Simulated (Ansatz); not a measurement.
System: CS, charge 1, doublet. CS+ (parent SMILES [S+]#[C-], doublet).
B3LYP-D3(BJ)/def2-TZVP minimum from Ansatz (an electronic-structure program):
```xyz
2

C      0.0000     0.0000    -1.0808
S      0.0000     0.0000     0.4053
```
Charge +1, spin multiplicity 2.

Total energies in aug-cc-pV(D+d)Z, 9 correlated electrons, 6 frozen orbitals. Radicals and triplets start from unrestricted determinants; spin-orbit coupling is neglected. Correlated methods leave the cores frozen. No relativity. The UHF reference of CS+ (parent SMILES [C-]#[S+], doublet) is spin-contaminated (<S^2> up to 0.71 over the pure value in the sets run).

| method | program | energy (Eh) | minus CCSDTQ (mEh) |
|---|---|---|---|
| HF | Ansatz | -434.97155 | 249.47 |
| MP2 | Ansatz | -435.15393 | 67.09 |
| CCSD | Ansatz | -435.20317 | 17.85 |
| CCSD(T) | Ansatz | -435.21612 | 4.90 |
| CCSDT(Q) | Ansatz | -435.22134 | -0.33 |
| CCSDTQ | Ansatz | -435.22102 | 0.00 |

Rough core times of Ansatz's runs on a shared machine: CCSD(T) 30 s, CCSDT(Q) 2 min, CCSDTQ 70 min.
